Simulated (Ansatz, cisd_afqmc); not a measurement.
Species: CN, charge 0, doublet. CN (SMILES [C]#N, doublet).
B3LYP-D3(BJ)/def2-TZVP minimum from Ansatz (a first-principles code):
```
C
N 1 1.1622
```
Charge 0, spin multiplicity 2.

Total energies in cc-pVTZ, 9 correlated electrons, 2 frozen orbitals. Radicals and triplets start from unrestricted determinants; spin-orbit coupling is neglected. Correlated methods leave the cores frozen. No relativity. AFQMC is phaseless with a CISD trial state; ± is one standard error, without the phaseless bias. Outlying blocks are dropped, and bars are widened where a walk drifts. Over all cases where full CI ran beside it in this data, AFQMC minus full CI had a median of +0.1 mEh and passed +0.4 mEh in a tenth of the cases. The UHF reference of CN ([C]#N, doublet) is spin-contaminated (<S^2> up to 0.37 over the pure value in the sets run).

| method | program | energy (Eh) | minus CCSDT(Q) (mEh) |
|---|---|---|---|
| HF | Ansatz | -92.23520 | 334.70 |
| MP2 | Ansatz | -92.51168 | 58.23 |
| CCSD | Ansatz | -92.54719 | 22.71 |
| CCSD(T) | Ansatz | -92.56541 | 4.49 |
| CCSDT(Q) | Ansatz | -92.56991 | 0.00 |
| AFQMC/CISD | cisd_afqmc | -92.5680 ± 0.0003 | 1.9 ± 0.3 |

Rough core times of Ansatz's runs on a shared machine: CCSD(T) under 20 s, CCSDT(Q) 2 min.
